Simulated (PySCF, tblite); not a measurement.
C₄H₆F₂.
Geometry (GFN2-xTB, Å), atoms numbered from 1 in this order:
```
atom  x, y, z in Å
F1     1.4834    0.7561   -1.1779
C2     1.4716    0.2052    0.0734
C3     0.0619   -0.1928    0.4598
F4     0.0722   -0.7438    1.7182
C5    -1.1339    0.6136    0.0762
C6    -0.9124   -0.7516   -0.5228
H7     2.1300   -0.6708    0.0554
H8     1.8661    0.9552    0.7685
H9    -0.9726    1.4823   -0.5428
H10   -1.9170    0.7223    0.8100
H11   -0.6003   -0.8190   -1.5532
H12   -1.5478   -1.5576   -0.1909
```

The calculation used PBE0/pcSseg-1 in PySCF (dipole) on a GFN2-xTB geometry, gas phase.

Masses are those of the commonest isotopes; rigid-rotor values at the optimised geometry. The values belong to one conformer with, in the numbering `[F:1][CH2:2][C:3]1([F:4])[CH2:5][CH2:6]1`, F1–C2–C3–F4 180°.

(1) What are A, B and C (GHz)?

(2) What kind of rotor is it?

(3) Is it planar, by Δ = Ic − Ia − Ib?

(4) Give the other two planar moments, Paa and Pbb, and the rms extents of the mass along the axes.

(5) List the rotational levels J(Ka,Kc) to J = 2 (MHz).

(6) Which types of transition are allowed, and where do some lines up to J = 2 fall?

Results:

(1) Ia = 95.20, Ib = 161.97, Ic = 213.78 u·Å²; 505379 MHz·u·Å²/I gives 5308, 3120 and 2364 MHz, that is A = 5.3084, B = 3.1201, C = 2.3640 GHz.

(2) An asymmetric top; Ray's κ = -0.486.

(3) Not planar: Δ = Ic − Ia − Ib = -43.40 u·Å². For a rigid frame Δ = −2 Σ m c², so Σ m c² = 21.70 u·Å² lies off the ab plane: 8.07 from hydrogen and 13.63 from heavier atoms. The atom farthest from that plane is 1.27 Å away.

(4) Paa = Σ m a² = (Ib + Ic − Ia)/2 = 140.27 and Pbb = Σ m b² = (Ia + Ic − Ib)/2 = 73.50 u·Å². With the mass M = 92.04 u, the rms extents √(P/M) along a, b and c are 1.23, 0.89, 0.49 Å.

(5) Above 0(0,0):
J = 1: 1(0,1) 5484, 1(1,1) 7672, 1(1,0) 8429
J = 2: 2(0,2) 16288, 2(1,2) 17885, 2(1,1) 20153, 2(2,1) 26718, 2(2,0) 26882
The levels of one J sum to (2J + 1)J(J + 1)(A + B + C)/3.

(6) The dipole components are |μa| = 0.07 D, |μb| = 0.19 D, |μc| = 0.00 D; the mirror of this Cs structure is the ab plane, so μc vanishes by symmetry and there are no c-type lines. Intensities carry the squares of the components, which stand as 0.12 : 1.00 (a : b). Some lines, for components of 0.1 D or more:

| type | branch | J(Ka,Kc) | MHz | lower level (cm⁻¹) |
| --- | --- | --- | --- | --- |
| b | Q | 1(1,0) ← 1(0,1) | 2944 | 0.183 |
| b | Q | 2(1,1) ← 2(0,2) | 3865 | 0.543 |
| b | Q | 2(2,0) ← 2(1,1) | 6729 | 0.672 |
| b | R | 1(1,1) ← 0(0,0) | 7672 | 0.000 |
| b | R | 2(0,2) ← 1(1,1) | 8616 | 0.256 |
| b | Q | 2(2,1) ← 2(1,2) | 8833 | 0.597 |
| b | R | 2(1,2) ← 1(0,1) | 12401 | 0.183 |
| b | R | 2(2,1) ← 1(1,0) | 18289 | 0.281 |
| b | R | 2(2,0) ← 1(1,1) | 19210 | 0.256 |

Its GFN2-xTB frequencies are all real (lowest 64 cm⁻¹). These are rigid-rotor constants of the computed structure; measured ground-state constants (B0) also hold zero-point vibration.

Hardware: x86-64 server, one thread, on a shared host. Cost: 11 s wall. This is the PBE0/pcSseg-1 job that gave the dipole, with the shieldings it also computed.
